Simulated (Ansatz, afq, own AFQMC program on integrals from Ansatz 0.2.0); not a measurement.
AFQMC on a folder of integrals that Ansatz 0.2.0 wrote.

```yaml
crystal:
  periodic: [false, false, false]
  atoms:
    - {symbol: Nb, position_ang: [0.000000, 0.000000, -0.090800]}
    - {symbol: Cl, position_ang: [0.000000, 0.000000, -2.111800]}
    - {symbol: Cl, position_ang: [0.000000, 0.000000, 2.202600]}
basis:
  gaussian: {orbitals: def2-SVP}
magnetization: {spin_polarized: true, initial_magnetization: 3}
correlation: {method: ccsd_t, electrons: outside_noble_gas, hamiltonian_folder: ham}
```

```sh
$ ansatz run in.yaml --threads 1 --pin off --events-out ev --progress --plain --max-ram 24576MiB --backend cuda --devices 0, --max-vram 18GiB
```

Options of the walk:

```
--method phaseless --trial cisd --walkers 4000 --populations 20 --least-time 60 --time-step 0.005 --steps-per-block 50 --equilibration-blocks 40 --max-blocks 4000 --target-error 0.00026 --factor-cut 1e-05 --start spin_pure --seed 520 --release-times 0.24,0.6,1.2,1.8,2.6 --release-step 0.04 --release-every 4 --taylor-order 6
```

Times are imaginary, in 1/Eh. The walk had a cap of 195 s. With eight or more populations the least sampling time is a fifth of least-time, and the error comes from their spread. Core potentials past Kr, no spin–orbit coupling.

Log:

```
orbitals 53  electrons 11 8  factors 442 of 643
reference energy -975.16728786 Eh
CCSD correlation -0.36596744 Eh in 12 cycles, weight of the determinant in the CISD state 0.8481
energy of the start -975.532832 Eh
 block  time / (1/Eh)  mean weight  energy / Eh
     1     0.250  0.9999  -975.524275
     2     0.500  0.9998  -975.528494
     3     0.750  1.0002  -975.533185
     4     1.000  1.0000  -975.536993
     5     1.250  1.0000  -975.539051
     8     2.000  0.9998  -975.542499
    11     2.750  1.0003  -975.543540
    17     4.250  1.0002  -975.543699
    23     5.750  1.0002  -975.545689
    29     7.250  1.0000  -975.545437
    35     8.750  1.0004  -975.545289
    41    10.250  0.9998  -975.544990
    47    11.750  1.0000  -975.544263
    53    13.250  0.9999  -975.544995
    59    14.750  1.0001  -975.544940
    65    16.250  0.9995  -975.546056
    71    17.750  0.9998  -975.544696
    77    19.250  1.0003  -975.544218
    83    20.750  0.9999  -975.546062
    85    21.250  1.0001  -975.542135
    89    22.250  1.0000  -975.545266
error from the spread of 20 populations
released: time / (1/Eh)  energy / Eh  error  mean overlap
  0.24  -975.545059  0.000199  1.0024
  0.60  -975.545458  0.000240  1.0019
  1.20  -975.545790  0.000188  1.0000
  1.80  -975.545905  0.000259  0.9981
  2.60  -975.546011  0.000442  0.9844
energy -975.544956 +/- 0.000227 Eh
(rows thinned)
```

The run passed its tests (sampling time, drift between the halves within three errors, error under three times the target), which doesn't prove that it has relaxed.

Against this walk (error 6.2 meV) on the same determinant: CCSD(T) 25.4 meV higher, CCSDT(Q) 25.2 meV lower. The error is statistical and leaves out the bias of the constraint. Released to 2.60 1/Eh the energy lies 29 ± 14 meV (both errors) below the phaseless value, which shows part or all of the bias of the constraint, and CCSDT(Q) lies 3.5 meV above the released value. CCSDT(Q) is the surest value here, so the walk's 25 meV above it is most likely the bias of the constraint with this trial, which can have either sign.

Cautions: constraint bias not in the error; no spin-orbit coupling; outer-core shells of the metal frozen; lower spins were not checked; higher spins were not checked.

The walk took 86 s on 1 × NVIDIA H100 80GB HBM3 with 2 threads of AMD EPYC 7R13 Processor (Zen 3), with other jobs on the host (the card was shared). The log's last line is the phaseless energy.

CCSDT and higher add their correlation energy to the determinant of the CCSD(T) run, since their own runs factorise the integrals more tightly (a shift of under 2 meV). A walk keeps the symmetry of its determinant, which the program's search chose and which needn't be the lowest solution, so a lower state of the same spin and another symmetry isn't excluded.
